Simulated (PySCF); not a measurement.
**Atomic charges against the basis set**

Compound: C₄H₁₀O.
Bonds: C1–C2, C2–C3, C2–C4, C4–O5. Hydrogens: H6, H7, H8 on C1; H9 on C2; H10, H11, H12 on C3; H13, H14 on C4; H15 on O5.

PBE0 throughout (PySCF), one geometry, spherical d and f functions. Isolated species at its PBE0-D3(BJ)/def2-SVP geometry (one conformer only). Atoms taken as equivalent share a column and are averaged. The first 7 of 8 kinds of atom are listed.

Mulliken charges (e):

| basis | functions | C1/C3 | C2 | C4 | O5 | H6 (×6) | H9 | H13/H14 |
| --- | --- | --- | --- | --- | --- | --- | --- | --- |
| pcSseg-0 | 65 | -0.575 | -0.554 | -0.026 | -0.668 | +0.226 | +0.264 | +0.202 |
| cc-pVDZ | 120 | -0.044 | -0.218 | +0.137 | -0.267 | +0.039 | +0.030 | +0.015 |
| pcSseg-1 | 135 | -0.239 | -0.390 | +0.099 | -0.444 | +0.113 | +0.126 | +0.091 |
| aug-cc-pVDZ | 205 | +0.815 | -0.943 | +1.194 | -0.522 | -0.117 | -0.285 | -0.244 |
| IGLO-III | 275 | -0.413 | +0.007 | -0.116 | -0.419 | +0.122 | +0.138 | +0.102 |
| cc-pVTZ | 290 | -0.297 | -0.056 | +0.032 | -0.320 | +0.094 | +0.085 | +0.048 |
| pcSseg-2 | 320 | -0.082 | -0.024 | +0.166 | -0.404 | +0.032 | +0.022 | +0.009 |

IAO charges (e):

```
      basis  functions   C1/C3      C2      C4      O5  H6 (×6)      H9  H13/H14
   pcSseg-0         65  -0.420  -0.118  -0.065  -0.514   +0.139  +0.145   +0.111
    cc-pVDZ        120  -0.411  -0.089  -0.036  -0.541   +0.134  +0.130   +0.103
   pcSseg-1        135  -0.411  -0.093  -0.037  -0.550   +0.134  +0.132   +0.106
aug-cc-pVDZ        205  -0.423  -0.092  -0.040  -0.568   +0.138  +0.133   +0.110
   IGLO-III        275  -0.425  -0.095  -0.041  -0.569   +0.139  +0.134   +0.111
    cc-pVTZ        290  -0.425  -0.094  -0.039  -0.562   +0.139  +0.134   +0.109
   pcSseg-2        320  -0.424  -0.094  -0.039  -0.567   +0.139  +0.134   +0.110
```

Hirshfeld charges (e):

| basis | functions | C1/C3 | C2 | C4 | O5 | H6 (×6) | H9 | H13/H14 |
| --- | --- | --- | --- | --- | --- | --- | --- | --- |
| pcSseg-0 | 65 | -0.106 | -0.002 | +0.011 | -0.229 | +0.032 | +0.027 | +0.021 |
| cc-pVDZ | 120 | -0.112 | -0.019 | +0.001 | -0.211 | +0.034 | +0.034 | +0.023 |
| pcSseg-1 | 135 | -0.117 | -0.025 | +0.001 | -0.220 | +0.037 | +0.035 | +0.028 |
| aug-cc-pVDZ | 205 | -0.124 | -0.037 | -0.008 | -0.215 | +0.040 | +0.042 | +0.032 |
| IGLO-III | 275 | -0.124 | -0.035 | -0.008 | -0.216 | +0.040 | +0.041 | +0.031 |
| cc-pVTZ | 290 | -0.121 | -0.029 | -0.005 | -0.215 | +0.038 | +0.039 | +0.029 |
| pcSseg-2 | 320 | -0.125 | -0.034 | -0.009 | -0.217 | +0.040 | +0.041 | +0.032 |

Some averages cover members that differ in this geometry, most widely: H6 (×6), Mulliken in aug-cc-pVDZ -0.149 to -0.066; H13/H14, Mulliken in aug-cc-pVDZ -0.269 to -0.219; C1/C3, Mulliken in aug-cc-pVDZ +0.794 to +0.835; H6 (×6), Mulliken in pcSseg-2 +0.015 to +0.055 e.

Q: Which scheme is steadiest as the basis changes?

A: Largest range over the bases for any column: Hirshfeld 0.04 e, IAO 0.05 e, Mulliken 1.39 e. Hirshfeld charges move least and Mulliken charges most, counted in e.

Q: How much do the charges still move between the two largest bases, cc-pVTZ and pcSseg-2?

A: At most, over all atoms: Mulliken 0.220 e, IAO 0.005 e, Hirshfeld 0.004 e.

Q: What do the same runs give for the total energy, the frontier levels and the dipole moment?

A: 
| basis | energy (Eh) | HOMO (eV) | LUMO (eV) | μ (D) |
| --- | --- | --- | --- | --- |
| pcSseg-0 | -232.8414 | -7.46 | 1.97 | 1.82 |
| cc-pVDZ | -233.3988 | -7.47 | 1.86 | 1.35 |
| pcSseg-1 | -233.3612 | -7.72 | 1.43 | 1.49 |
| aug-cc-pVDZ | -233.4200 | -7.81 | -0.10 | 1.36 |
| IGLO-III | -233.4872 | -7.81 | 0.65 | 1.36 |
| cc-pVTZ | -233.4733 | -7.73 | 1.19 | 1.35 |
| pcSseg-2 | -233.4818 | -7.83 | 0.55 | 1.40 |

The dipole is fixed by the density alone, so its range of 0.47 D shows that the density itself changes with the basis, not only its division among atoms.
